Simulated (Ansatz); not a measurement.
hcp Tb

Computed with PBE in Ansatz (PAW).

Run with plane-wave cutoff 500 eV, 24×24×14 k mesh (along the axes of the cell as run), Fermi–Dirac smearing 0.1 eV, spin-polarised with parallel moments, scalar-relativistic PAW data made under PBE.

Cell (relaxed at this level):

```
CELL_PARAMETERS angstrom
      1.80538    -3.12701     0.00000
      1.80538     3.12701     0.00000
      0.00000     0.00000     5.78371
ATOMIC_POSITIONS crystal
  Tb 0.33333 0.66667 0.25000
  Tb 0.66667 0.33333 0.75000
```

```yaml
magnetic moment per atom (the cell's total over its atoms): 6.08 μB
```

Note: the 4f shell is treated without U or exact exchange, so its levels and filling can be wrong; the collinear magnetic order is the start's and need not be the measured one.

Moments are spin moments.

Spin–orbit coupling is not included.

Computed values are for the static lattice.

Ansatz is a program for electronic structure.
